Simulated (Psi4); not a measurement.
# A workflow on H2S2

We compute a structure relaxation (HF-3c/MINIX), then the harmonic vibrations, then a single-point energy (FNO-CCSD(T)/cc-pVTZ) of H2S2. 

The results are computed with Psi4 1.11.

### Step 1. The system as given

H2S2 has 4 atoms, charge 0, and is taken as a singlet. The coordinates come from a GFN2-xTB relaxation. The run starts from this shape.

Bond lengths: S1–S2 2.045 Å, S1–H3 1.340 Å, S2–H4 1.340 Å. Angles: S1–S2–H4 98.2°, S2–S1–H3 98.1°.

### Step 2. A structure relaxation at HF-3c/MINIX (density fitting) (run 1)

The input, job.in:

```
memory 1600 mb

molecule {
  0 1
  S     -0.427380    -0.511820    -0.893940
  S     -0.422510     0.717510     0.740680
  H      0.706880    -0.077850    -1.459730
  H      0.143010    -0.127830     1.612990
  units angstrom
}

set globals {
  geom_maxiter 60
}

energy_value, wavefunction = opt('hf-3c', return_wfn=True)
```

Command:

```bash
$ psi4 -i job.in -o job.out -n 1
```

job.out:

```text
[...]
  Running in c1 symmetry.
[...]
  Nuclear repulsion =   85.558369925381200
[...]
  Multiplicity = 1
[...]
  Nalpha       = 17
  Nbeta        = 17
[...]
    Number of basis functions: 30
[...]
   @DF-RHF iter   1:  -792.25823987095077   -6.32626e-01   6.39947e-03 DIIS/ADIIS
[...]
   @DF-RHF iter   7:  -792.29562812676272   -4.43379e-12   6.48443e-09 DIIS
[...]
    Orbital Energies [Eh]
    ---------------------
    Doubly Occupied:
       1A    -91.331903     2A    -91.329683     3A     -8.944830
       4A     -8.944739     5A     -6.595244     6A     -6.593215
       7A     -6.592740     8A     -6.591793     9A     -6.589213
      10A     -6.589211    11A     -1.036491    12A     -0.879268
      13A     -0.579620    14A     -0.540996    15A     -0.465486
      16A     -0.383321    17A     -0.380793
[...]
  @DF-RHF Final Energy:  -792.29562812676272
   => Energetics <=
    Nuclear Repulsion Energy =             82.5976175000131150
    One-Electron Energy =               -1261.0808656431929649
    Two-Electron Energy =                 386.1718859716381758
    Total Energy =                       -792.2956281267627219
[...]
 Multipole Moments:
 ------------------------------------------------------------------------------------
     Multipole            Electronic (a.u.)      Nuclear  (a.u.)        Total (a.u.)
 ------------------------------------------------------------------------------------
 L = 1.  Multiply by 2.5417464519 to convert [e a0] to [Debye]
 Dipole X            :         -1.0991494            1.6760770            0.5769276
 Dipole Y            :          0.2663899           -0.4062227           -0.1398328
 Dipole Z            :         -0.1974284            0.3010461            0.1036178
 Magnitude           :                                                    0.6026071
[...]
  -Total Gradient:
     Atom            X                  Y                   Z
    ------   -----------------  -----------------  -----------------
       1       -0.000038891751    -0.000010672023     0.000031698927
       2       -0.000015467026     0.000022551773    -0.000042554402
       3        0.000026735559     0.000017979092     0.000041298136
       4        0.000027623218    -0.000029858848    -0.000030442672
[...]
    Final optimized geometry and variables:
    Molecular point group: c1
    Full point group: C1
    Geometry (in Angstrom), charge = 0, multiplicity = 1:
    S           -0.025623282558    -0.618008686669    -0.862660807948
    S           -0.030784200778     0.631679895660     0.852529259586
    H            1.177305302767    -0.202030667821    -1.392612435413
    H            0.612156175473    -0.231672458136     1.714023965176
    Psi4 run time: 0:00:03.66
[...]
```

On the terminal:

```text
Optimizer: Optimization complete!
```

Wall time 5.1 s (1 thread of INTEL XEON PLATINUM 8581C at 2.10GHz (Emerald Rapids), shared host); peak memory 0.22 GiB.

Steps, from the record of the run:

```tsv
step	energy from the first frame kept (eV)	largest force (eV/Å)
0	0.0000	1.9493
1	-0.1072	0.4885
2	-0.1150	0.1334
3	-0.1154	0.0219
4	-0.1154	0.0027
```

After the run. Bond lengths: S1–S2 2.122 Å, S1–H3 1.379 Å, S2–H4 1.379 Å. Angles: S1–S2–H4 97.8°, S2–S1–H3 97.8°.

### Step 3. Vibrational wavenumbers at HF-3c/MINIX (density fitting) (run 2)

The input, input.dat:

```
memory 1600 MB

molecule m {
  S     -0.424597    -0.521449    -0.934607
  S     -0.429758     0.728239     0.780583
  H      0.778332    -0.105471    -1.464559
  H      0.213183    -0.135113     1.642077
}

set globals {
  reference rks
  t 600.0
  rotational_symmetry_number 2
}

freq("hf-3c")
```

Command:

```bash
$ psi4 input.dat output.dat -n 1
```

output.dat (excerpt; [...] marks lines left out):

```text
[...]
  Running in c1 symmetry.
[...]
  Nuclear repulsion =   82.597629307433436
[...]
  Multiplicity = 1
[...]
  Nalpha       = 17
  Nbeta        = 17
[...]
    Number of basis functions: 30
[...]
   @DF-RKS iter   1:  -792.26147176224424   -7.81210e-01   6.39783e-03 DIIS/ADIIS
[...]
  -Total Gradient:
     Atom            X                  Y                   Z
    ------   -----------------  -----------------  -----------------
       1       -0.000039136182    -0.000010681738     0.000031944413
       2       -0.000015373084     0.000022353138    -0.000042525492
       3        0.000026988965     0.000018054149     0.000041172152
       4        0.000027520302    -0.000029725540    -0.000030591058
[...]
   @DF-RKS iter  10:  -792.29562812610709   -4.66116e-12   9.76179e-09 DIIS
[...]
    Orbital Energies [Eh]
    ---------------------
    Doubly Occupied:
       1A    -91.331903     2A    -91.329683     3A     -8.944830
       4A     -8.944739     5A     -6.595244     6A     -6.593215
[...]
  @DF-RKS Final Energy:  -792.29562812610709
   => Energetics <=
    Nuclear Repulsion Energy =             82.5976293074334365
    One-Electron Energy =               -1261.0808889475899832
    Two-Electron Energy =                 386.1718974748285973
    Total Energy =                       -792.2956281261070899
[...]
 Multipole Moments:
 ------------------------------------------------------------------------------------
     Multipole            Electronic (a.u.)      Nuclear  (a.u.)        Total (a.u.)
 ------------------------------------------------------------------------------------
[...]
  ==> Harmonic Vibrational Analysis <==
[...]
  Freq [cm^-1]                 399.5130            563.7969            975.8893
[...]
  IR activ [km/mol]            21.2363              0.0448              0.4562
[...]
  Freq [cm^-1]                 984.2284           2926.5745           2932.5659
[...]
  IR activ [km/mol]             0.2076             90.1718             40.9330
[...]
  Total E_0, Enthalpy at 0 [K]                                                         -792.27561996 [Eh]
[...]
  Total H, Enthalpy at  600.00 [K]                                                     -792.26502475 [Eh]
[...]
  Total G, Gibbs energy at  600.00 [K]                                                 -792.33124717 [Eh]
[...]
```

On the terminal:

```text
Warning: used thermodynamics relations inappropriate for low-frequency modes: ['399.5130' '563.7969']
```

Wall time 5.1 s (1 thread of INTEL XEON PLATINUM 8581C at 2.10GHz (Emerald Rapids), shared host); peak memory 0.25 GiB.

### Step 4. The energy at FNO-CCSD(T)/cc-pVTZ (run 3)

The input, h2s2.dat:

```
memory 1600 MB

molecule geom {
  0 1
  S
  S 1 2.122174
  H 1 1.37874 2 97.76522
  H 2 1.378739 1 97.76627 3 -90.23229
}

set {
  basis cc-pVTZ
  scf_type pk
  freeze_core true
}

energy("fno-ccsd(t)")
print_variables()
```

Command:

```bash
$ psi4 -n 1 h2s2.dat h2s2.out
```

h2s2.out:

```text
[...]
  Running in c1 symmetry.
[...]
  Nuclear repulsion =   82.597639556008318
[...]
  Multiplicity = 1
[...]
  Nalpha       = 17
  Nbeta        = 17
[...]
    Number of basis functions: 96
[...]
   @RHF iter   1:  -796.22141032443312   -3.83483e-01   2.28315e-03 DIIS/ADIIS
[...]
   @RHF iter  11:  -796.25760446771642   -6.26414e-11   8.73769e-09 DIIS
[...]
    Orbital Energies [Eh]
    ---------------------
    Doubly Occupied:
       1A    -91.994536     2A    -91.994534     3A     -8.992977
       4A     -8.992825     5A     -6.673852     6A     -6.673641
       7A     -6.672822     8A     -6.672741     9A     -6.671689
      10A     -6.671689    11A     -1.039926    12A     -0.882604
      13A     -0.583693    14A     -0.544309    15A     -0.471545
      16A     -0.385867    17A     -0.383730
[...]
  @RHF Final Energy:  -796.25760446771642
   => Energetics <=
    Nuclear Repulsion Energy =             82.5976395560083176
    One-Electron Energy =               -1265.1045329825096815
    Two-Electron Energy =                 386.2492889587849163
    Total Energy =                       -796.2576044677164191
[...]
 Multipole Moments:
 ------------------------------------------------------------------------------------
     Multipole            Electronic (a.u.)      Nuclear  (a.u.)        Total (a.u.)
 ------------------------------------------------------------------------------------
 L = 1.  Multiply by 2.5417464519 to convert [e a0] to [Debye]
 Dipole X            :         -0.8776820            1.2404226            0.3627406
 Dipole Y            :         -0.8741354            1.2354078            0.3612724
 Dipole Z            :         -0.0000239            0.0000226           -0.0000013
 Magnitude           :                                                    0.5119555
[...]
      * MP2 total energy:                   -796.614987795839
[...]
      * MP2 total energy:                   -796.614987795839
[...]
      * MP3 total energy:                   -796.651600544587
[...]
      * CCSD total energy:                  -796.651989257116
[...]
      * CCSD(T) total energy                -796.669956899847
[...]
```

It took 25 s on 1 thread of INTEL XEON PLATINUM 8581C at 2.10GHz (Emerald Rapids), shared host; peak memory 0.77 GiB.

### Step 5. What came out

| quantity | value |
| --- | --- |
| run 1, HF-3c/MINIX: total energy at the end | -792.29563 Eh |
| run 1, HF-3c/MINIX: dipole moment | 1.53 D |
| run 1, HF-3c/MINIX: HOMO energy | -10.36 eV |
| run 1, HF-3c/MINIX: LUMO energy | 3.92 eV |
| run 1, HF-3c/MINIX: HOMO–LUMO gap | 14.28 eV |
| run 2, HF-3c/MINIX: lowest harmonic wavenumber | 400 cm⁻¹ |
| run 2, HF-3c/MINIX: highest harmonic wavenumber | 2933 cm⁻¹ |
| run 2, HF-3c/MINIX: zero-point energy | 52.5 kJ/mol |
| run 2, HF-3c/MINIX: ideal-gas entropy at 600 K (symmetry number 2 as used) | 69.3 cal/(mol K) |
| run 3, FNO-CCSD(T)/cc-pVTZ: total energy | -796.66996 Eh |
| run 3, FNO-CCSD(T)/cc-pVTZ: HOMO energy (Hartree–Fock orbitals) | -10.44 eV |
| run 3, FNO-CCSD(T)/cc-pVTZ: LUMO energy (Hartree–Fock orbitals) | 2.40 eV |
| run 3, FNO-CCSD(T)/cc-pVTZ: HOMO–LUMO gap (Hartree–Fock orbitals) | 12.84 eV |
| run 3, FNO-CCSD(T)/cc-pVTZ: correlation energy (10 core orbitals frozen) | -412.4 mEh |
| run 3, FNO-CCSD(T)/cc-pVTZ: (T) correction | -17.97 mEh |
| run 3, FNO-CCSD(T)/cc-pVTZ: T1 diagnostic | 0.011 |

What this shows: The optimisation (run 1, HF-3c/MINIX) took 5 steps and changed the energy by -0.115 eV. All 6 modes (run 2, HF-3c/MINIX) are real, so the shape is a minimum at this level. The triples (run 3, FNO-CCSD(T)/cc-pVTZ) make up 4.4 % of the correlation energy.
